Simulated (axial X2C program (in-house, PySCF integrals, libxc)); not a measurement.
What spin–orbit coupling does to SiCl

Computed with an in-house relativistic program for diatomic molecules. Spin-free means the one-electron spin-free X2C Hamiltonian; two-component (2c) means X2C with spin–orbit coupling and atomic mean-field two-electron Coulomb and Gaunt terms, so the difference of the two also holds small scalar two-electron terms. Basis: Cl dyall-av3z [9s8p3d2f], Si dyall-v3z [8s7p2d1f] (cores contracted in-house); Gaussian nuclei, density fitting, unrestricted open shells. Masses: Cl 34.969 u, Si 27.977 u.

Spin-free state: M_S = 1/2, Λ = 1 (beyond evenly filled blocks: π+α); fragments Cl + Si.

```
  level  Re (Å)  ωe (cm⁻¹)  De (eV)  μ (D)
   PBE0   2.078      528.1    4.335   0.86
     HF   2.087      524.6    2.912   1.16
    MP2   2.081      529.9    4.337    n/a
   CCSD   2.086      525.9    4.050    n/a
CCSD(T)   2.089      522.4    4.182    n/a
   BLYP   2.117      483.7    4.274   1.01
```

Correlated methods: 11 electrons correlated (number of frozen shells: Cl 2 s, 1 p; Si 2 s, 1 p), 167 virtual spin orbitals or spinors in MP2, 90 natural virtuals in coupled cluster.

Dipoles are positive if Si is the positive end.

(1) Within this multiplet, which Ω should lie lowest by the rule for regular and inverted multiplets?

Two-component determinant lowest at the distance of the search:

Ω = 1/2 (⟨Sz⟩ = -0.50, ⟨Lz⟩ = 1.00 at HF); fragments Cl + Si.

```
  level  Re (Å)  ωe (cm⁻¹)  De (eV)  μ (D)
   PBE0   2.079      528.1    4.343   0.86
     HF   2.087      524.6    2.862   1.16
    MP2   2.082      530.0    4.324    n/a
   CCSD   2.086      526.0    4.029    n/a
CCSD(T)   2.089      522.5    4.163    n/a
   BLYP   2.118      483.6    4.283   1.01
```

(2) From the two tables, how do the constants change at the CCSD(T) level (2c against spin-free)?

The state is one determinant whose occupation by symmetry is held fixed; it was picked as the lowest of a PBE0 search that is not exhaustive. De is counted from the lowest determinant-based energies of the atoms at the same level, without counterpoise correction. Density functionals use the spin component along the axis (collinear). CCSD and (T) use frozen natural virtuals with an MP2 correction for the truncation; (T) itself is uncorrected, so its De runs slightly low. In 2c an atomic determinant is not the ground J level, so De misses part of the atomic spin–orbit lowering. This holds for PBE0, MP2, CCSD, CCSD(T), BLYP. The functionals have no current-density term, which raises determinants with orbital currents, atoms included.

Answers

(1) The open π shell holds one electron, so the multiplet is regular: Ω = Λ − 1/2 = 1/2. The PBE0 2c search agrees, though Ω = 3/2 of the search lies only 0.03 eV higher.

(2) At the CCSD(T) level Re is unchanged within 0.001 Å and ωe is unchanged to within 0.2 cm⁻¹; De is not compared, since the atomic limits differ or miss part of their spin–orbit lowering.
